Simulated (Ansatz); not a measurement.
**AlBH₄O: up Jacob's ladder to CCSD(T)**

The task here is to estimate one member of a computed series from the others.

Method: functionals in def2-TZVPP, the program's frozen cores in correlated methods; program: Ansatz 0.2.0, Gaussian basis.

Levels to be run: LDA (SPW92), PBE-D4, revPBE-D4, BLYP-D4, r2SCAN-D4, B97M-V, PBE0-D4, B3LYP-D4, r2SCANh-D4, r2SCAN0-D4, HSE06-D4, BHLYP-D4, CAM-B3LYP-D4, LC-ωPBE, ωB97X-V, ωB97M-V, B2PLYP, PBE-QIDH; CCSD(T)/def2-SVP; CCSD(T)/def2-TZVPP; MP2/def2-QZVPP; extrapolation to the limit; RPA on PBE.

## Structure used throughout

An earlier PBE0-D4 in a triple-zeta def2 set relaxation fixed the geometry.

SMILES `[BH2][AlH][OH]`, 7 atoms, charge 0, spin multiplicity 1.

Atoms are counted from 1 here; the program's logs count them from 0.

Bond lengths: B1–Al2 2.121 Å, B1–H4 1.199 Å, B1–H5 1.199 Å, Al2–O3 1.703 Å, Al2–H6 1.595 Å, O3–H7 0.956 Å. Angles: Al2–B1–H4 122.7°, Al2–B1–H5 122.7°, H4–B1–H5 114.6°, B1–Al2–O3 116.4°, B1–Al2–H6 125.1°, O3–Al2–H6 118.5°, Al2–O3–H7 123.0°.

The first run:

Contents of in.yaml:

```yaml
crystal:
  periodic: [false, false, false]
  atoms:
    - {symbol: B, position_ang: [-1.318820, 0.360371, -0.676887]}
    - {symbol: Al, position_ang: [0.400563, 0.053410, 0.526912]}
    - {symbol: O, position_ang: [1.617761, -0.939738, -0.129806]}
    - {symbol: H, position_ang: [-2.283565, -0.350122, -0.622216]}
    - {symbol: H, position_ang: [-1.413527, 1.270896, -1.451795]}
    - {symbol: H, position_ang: [0.627474, 0.676941, 1.977666]}
    - {symbol: H, position_ang: [2.431313, -1.139758, 0.330426]}
basis:
  gaussian: {orbitals: def2-TZVPP}
hamiltonian: {xc: lda}
output: {orbitals: {seedname: orbitals}}
```

Launch:

```console
> ansatz run in.yaml --threads 2 --pin off --events-out ev --progress --plain --max-ram 4352MiB
```

Among the steps run: LDA; PBE-D4 (GGA); revPBE-D4 (GGA); BLYP-D4 (GGA); r2SCAN-D4 (meta-GGA); B97M-V (meta-GGA); PBE0-D4 (hybrid); B3LYP-D4 (hybrid); r2SCANh-D4 (hybrid); r2SCAN0-D4 (hybrid); HSE06-D4 (hybrid); BHLYP-D4 (hybrid); CAM-B3LYP-D4 (range-separated); LC-ωPBE (range-separated); ωB97X-V (range-separated); ωB97M-V (range-separated); B2PLYP (double hybrid); PBE-QIDH (double hybrid).

One of the session's tables, all rows but one given; the rest of the session is left out.

It belongs to the step «Orbital energies across the functionals». 

```
  functional  HOMO (eV)  LUMO (eV)  gap (eV)
 LDA (SPW92)      -6.38      -3.71      2.67
      PBE-D4      -6.31      -3.42      2.90
   revPBE-D4      -6.28      -3.29      2.99
     BLYP-D4      -6.21      -3.22      2.99
   r2SCAN-D4      -6.56      -3.03      3.53
      B97M-V      -6.61      -3.21      3.40
     PBE0-D4      -7.50      -2.37      5.14
    B3LYP-D4      -7.32      -2.56      4.76
  r2SCANh-D4      -7.00      -2.67      4.32
  r2SCAN0-D4      -7.66      -2.15      5.50
    HSE06-D4      -7.10      -2.75      4.35
    BHLYP-D4      -8.62      -1.27      7.35
CAM-B3LYP-D4      -8.86      -1.22      7.64
     LC-ωPBE     -10.21       0.00     10.21
     ωB97X-V      -9.86      -0.12      9.74
     ωB97M-V          ?          ?         ?
```

Estimate the missing values for ωB97M-V.

The run gave: HOMO (eV): -9.64; LUMO (eV): -0.40; gap (eV): 9.24. In the column «HOMO (eV)» it lies between ωB97X-V (-9.86) and CAM-B3LYP-D4 (-8.86).
